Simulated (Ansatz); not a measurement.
Two isomers of C5H5F: A = `C=CC#CCF`, B = `FC1=CCC=C1`.

Calculated with Ansatz (gas phase, PBE0-D4/def2-TZVP geometries, no zero-point term in ΔE). CBS: MP2 limit from def2 TZ/QZ plus the TZ coupled-cluster correction, frozen cores. Functionals use def2-TZVPP. B3LYP here is the variant with VWN-RPA as its local correlation; programs differ in this.

Task: Which is lower in electronic energy at CCSD(T)/CBS, and by how much? (An estimate is asked.)

Result: Computed: B, by 141.5 kJ/mol.

Task: Give E(B) − E(A) in kJ/mol with B2PLYP, CCSD(T)/def2-TZVPP, CCSD/def2-TZVPP, HF/def2-TZVPP, B3LYP-D4, MP2/def2-TZVPP, B3LYP. (Estimate.)

Result: Ansatz gave: B2PLYP -128.9, CCSD(T)/def2-TZVPP -140.9, CCSD/def2-TZVPP -138.5, HF/def2-TZVPP -117.6, B3LYP-D4 -131.6, MP2/def2-TZVPP -143.9, B3LYP -123.4. None reverses the order clearly.

Largest T1 diagnostic: 0.012.

In def2-TZVPP, CCSD(T) changes the Hartree–Fock value by −23.3 kJ/mol (the triples alone add −2.4 kJ/mol) and MP2 by −26.3 kJ/mol. The D4 term adds −8.1 kJ/mol with B3LYP and −4.0 kJ/mol with PBE0; it sums over pairs of atoms, weighted by their polarisabilities, and B3LYP, whose exchange is more repulsive, gets the larger term.
